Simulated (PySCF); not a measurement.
**NH⁺: everyday levels beside a composite calculation**

PySCF; the state is a quartet (σ ↑, π ↑↑). The composite is CCSD(T) extrapolated to the basis-set limit from two correlation-consistent sets, with core-valence (CV) and scalar-relativistic (SR) terms as its label shows; it has no spin–orbit coupling and nothing beyond (T). Here it is CCSD(T)/CBS(TQ)+CV+SR. It gives Re = 1.091 Å, ωe = 2717 cm⁻¹ and De = 3.65 eV to H⁺ + N.

```tsv
level	basis	relativity	Re (Å)	ωe (cm⁻¹)	De (eV)
UHF	jorge-DZP-DKH	spin-free X2C	1.076	3014	3.78
UHF-CCSD	def2-TZVPPD	no relativity	1.091	2741	3.69
UHF-CCSD(T)	def2-TZVPPD	no relativity	1.093	2720	3.68
PBE	jorge-DZP-DKH	spin-free X2C	1.133	2481	3.66
r²SCAN	def2-TZVPPD	no relativity	1.092	2687	3.83
r²SCANh	def2-TZVPPD	no relativity	1.090	2715	3.82
B3LYP	def2-TZVPPD	no relativity	1.113	2498	3.60
PBE0	def2-TZVPPD	no relativity	1.098	2647	3.73
B97-3	jorge-DZP-DKH	spin-free X2C	1.119	2622	3.63
M06-2X	def2-TZVPPD	no relativity	1.104	2603	3.57
```

Question: Give the difference of each row from the composite.

Answer: 

```csv
level,basis,ΔRe (pm),Δωe (%),ΔDe (eV)
UHF,jorge-DZP-DKH,-1.5,+10.9,+0.13
UHF-CCSD,def2-TZVPPD,+0.0,+0.9,+0.04
UHF-CCSD(T),def2-TZVPPD,+0.2,+0.1,+0.03
PBE,jorge-DZP-DKH,+4.2,-8.7,+0.01
r²SCAN,def2-TZVPPD,+0.1,-1.1,+0.18
r²SCANh,def2-TZVPPD,-0.1,-0.1,+0.17
B3LYP,def2-TZVPPD,+2.2,-8.1,-0.05
PBE0,def2-TZVPPD,+0.7,-2.6,+0.08
B97-3,jorge-DZP-DKH,+2.8,-3.5,-0.02
M06-2X,def2-TZVPPD,+1.3,-4.2,-0.08
```

Question: Which rows come closest in De?

Answer: PBE in jorge-DZP-DKH (+0.01 eV); B97-3 in jorge-DZP-DKH (-0.02 eV), counted from the composite.

Correlated steps freeze 1 core orbital. For an ion De counts to the pair picked by the measured ionisation energies or electron affinities, which need not be the lowest pair at this level. The state is the lowest determinant that a PBE0 search found; another state may lie lower at other levels.
